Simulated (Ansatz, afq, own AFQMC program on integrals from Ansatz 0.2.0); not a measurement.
**SiNH2, quartet in cc-pVDZ, levels against CCSDT(Q)**

```yaml
atoms:
  - { symbol: Si, position_ang: [0.0132, -0.1132, 0.6703] }
  - { symbol: N, position_ang: [-0.0944, 0.1627, -1.3127] }
  - { symbol: H, position_ang: [0.2693, 1.1734, 1.3872] }
  - { symbol: H, position_ang: [0.6760, -0.2792, -1.8234] }
```

Connectivity, by distances: SiH–NH.

Basis cc-pVDZ. Only valence electrons are correlated. Integrals, coupled cluster, full CI and functionals: Ansatz 0.2.0; the random walks run on the same integrals in our own AFQMC program. The CISD trial takes its coefficients from CCSD amplitudes. Released means that phaseless walkers are propagated on without the constraint, phases kept. Free AFQMC starts from the CCSD state and is never constrained. Its projection time is finite, and what remains of the start isn't in its error. Error bars are statistical, one sigma.

Determinant: UHF, the one that the program's search chose, which needn't be the lowest solution. The geometry is a point of a scan.

No full CI on the walks' own integrals is used here; CCSDT(Q) serves as the reference and is uncertain by about the last step of the cluster series.

Cautions: lower spins were not checked; the ph-AFQMC/HF walk drifts between its halves (2.2 errors).

The T1 diagnostic is 0.0240. The weight of the determinant in the CISD state is 0.884, the ⟨S²⟩ of the determinant is 3.793 and the size of the correlated space is 11 electrons in 36 orbitals.

Reference: CCSDT(Q), correlation energy -6.510 eV. The released energy is read at 2.40 1/Eh (meV from the phaseless value at times in 1/Eh: -34 ± 14 at 0.24, -37 ± 12 at 0.51, -35 ± 13 at 0.99, -49 ± 18 at 1.62, -10 ± 15 at 2.40).

```tsv
level	E − E(reference) (kJ/mol)	share of correlation (%)
HF	628.1	0.00
MP2	112.0	82.16
CCSD	21.9	96.51
CCSD(T)	4.9	99.23
CCSDT	1.5	99.76
ph-AFQMC/HF	-1.4 ± 5.6	100.22
ph-AFQMC/CISD	3.5 ± 1.0	99.44
released AFQMC	2.6 ± 1.4	99.59
free AFQMC	1.1 ± 1.4	99.82
```

Free projections are given only where their last times agree within the noise and don't stop above the reference; a slow remainder of the start can still hide under it. Released energies are given only where the last usable release times agree within the noise; a slower fall can still hide under it.
